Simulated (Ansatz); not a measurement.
This geometry of H3OSi (5 atoms, charge 0, multiplicity 2) is a first-order saddle point.

These are results of Ansatz 0.2.0, UKS PBE-D4/def2-SVP, not measurements.

```xyz
5
Properties=species:S:1:pos:R:3
O 0.169 -0.486 1.346
Si -0.105 0.137 -0.168
H 0.984 -0.949 0.236
H -1.343 -0.257 -0.931
H 0.295 1.555 -0.482
```

Task: Which two structures does it join? (They come from a converged band through this point; their orientation in space is the band's.)

Result: Bonds broken: O1–H3. Bonds formed: Si2–H3.

Initial state:

```xyz
5
Properties=species:S:1:pos:R:3
O 0.607 -0.453 0.872
Si 0.062 0.326 -0.525
H 0.707 -1.418 0.785
H -1.272 -0.226 -1.001
H -0.105 1.771 -0.130
```

Final state:

```xyz
5
Properties=species:S:1:pos:R:3
O -0.214 -0.227 1.608
Si -0.048 0.051 -0.028
H 1.095 -0.913 -0.326
H -1.235 -0.355 -0.863
H 0.402 1.443 -0.392
```

Task: How far does it lie above each of them?

Result: 178.3 kJ/mol above the first and 63.9 kJ/mol above the second. This is the barrier of this one path; another mechanism may lie lower.

Run time: 100 s on 1 CPU thread of a shared host.
